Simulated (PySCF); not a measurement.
Calculation: PBE0-D3(BJ)/def2-TZVP run with PySCF. Gas-phase values, no solvent. 

Reference species (SMILES): `C=[SiH]` (neutral, multiplicity 2).

```json
{
  "dipole_moment": "0.63 D"
}
```

Changed species: `[C]#N` (radical fragment; the reference has radical fragment).

Question: What does the change do to the dipole moment?

Answer: the dipole moment rises by 0.86 D, to 1.49 D.
